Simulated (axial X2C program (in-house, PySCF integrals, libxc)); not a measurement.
**Worked dissociation energy of O₂: CCSD, with spin–orbit coupling**

Computed with an in-house all-electron X2C program for linear molecules (integrals from PySCF). Two-component (2c) means X2C with spin–orbit coupling and atomic mean-field two-electron Coulomb and Gaunt terms. Basis: O dyall-av3z [7s6p3d2f] (cores contracted in-house); Gaussian nuclei, density fitting, unrestricted open shells. Masses: O 15.995 u.

Molecular state: Ω = 1 (⟨Sz⟩ = 1.00, ⟨Lz⟩ = 0.00 at HF).

Correlated methods: 12 electrons correlated (number of frozen shells: O 1 s), 196 virtual spin orbitals or spinors in MP2, 125 natural virtuals in coupled cluster.

- E(O) (2M_J = 4): -75.033705 hartree
- E(O₂) at Re: -150.237961 hartree
- ωe: 1660.5 cm⁻¹
- ωexe: 10.3 cm⁻¹

(1) Work out De and D0.

The state is a single determinant with fixed occupations, the lowest that a limited PBE0 search found. De is counted from the lowest determinant-based energies of the atoms at the same level, without counterpoise correction. CCSD ran in a truncated set of natural virtual spinors with an MP2 remainder; without triples it tends to underbind. With several unpaired electrons one determinant need not be a pure state. Open-shell Ω = 0 determinants with evenly filled partner blocks cannot be reached by this program, so the Ω shown need not be the lowest component. This is the Ω = 1 component of a π² triplet; the 0⁺ component is not one determinant and can lie lowest.

Each atomic determinant is the lowest at this level and need not be a pure J level. Totals compare only within one Hamiltonian and basis.

Results:

(1) De = -75.033705 + (-75.033705) − (-150.237961) = 0.17055 hartree = 4.641 eV. The zero-point energy is ωe/2 − ωexe/4 = 828 cm⁻¹ = 0.103 eV, so D0 = 4.538 eV.
